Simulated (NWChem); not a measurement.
CS; SMILES [C-]#[S+]

All runs: NWChem. All runs use the structure optimised with PBE0-D3(BJ)/def2-TZVP. Total energies compare along this basis series because the functional is fixed.

```tsv
level	basis functions	energy (Ha)	highest occupied level (eV)	orbital gap (eV)	dipole (D)
Hartree-Fock/cc-pVDZ	32	-435.3298	-12.58	14.52	1.49
Hartree-Fock/aug-cc-pVDZ	50	-435.3341	-12.68	14.01	1.59
Hartree-Fock/cc-pVTZ	64	-435.3529	-12.60	14.29	1.59
Hartree-Fock/aug-cc-pVTZ	96	-435.3539	-12.64	13.94	1.63
Hartree-Fock/cc-pVQZ	114	-435.3598	-12.62	___	1.63
```

Task: Complete the blanks.

Result: 
- Hartree-Fock/cc-pVQZ, orbital gap (eV): 14.18
